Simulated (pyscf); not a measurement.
One four-centre exchange on the singlet surface with elements of a group swapped. ωB97M-D3(BJ)/def2-TZVP, eV, from the separated reactants. PySCF, gas phase, ωB97X-D3(BJ)/def2-SVP geometries.

| step | barrier | reaction energy | imaginary mode (i cm⁻¹) |
|---|---|---|---|
| H₃C–InH–CH₃ + HF -> H₃C–In(CH₃)–F + H₂ | 0.03 | -0.78 | 929 |
| H₃C–GaH–CH₃ + HCl → H₃C–Ga(CH₃)–Cl + H₂ | 0.07 | -1.28 | 824 |
| H₃C–InH–CH₃ + HCl → H₃C–In(CH₃)–Cl + H₂ | 0.04 | -1.28 | 854 |

Row 1: On the reactant side the descent ends in a complex, 0.33 eV under the separated species and 0.28 eV under the saddle at ωB97X-D3(BJ)/def2-TZVP. Row 2: On the reactant side the descent ends in a complex, 0.29 eV under the separated species and 0.25 eV under the saddle at ωB97X-D3(BJ)/def2-TZVP. Row 3: On the reactant side the descent ends in an adduct with a Cl–In contact, 0.31 eV under the separated species and 0.19 eV under the saddle at ωB97X-D3(BJ)/def2-TZVP. Each row is the saddle that its search found. Elements up to Kr have no core potential and no relativistic terms here. Elements past Kr carry the def2 core potentials, without spin-orbit coupling.
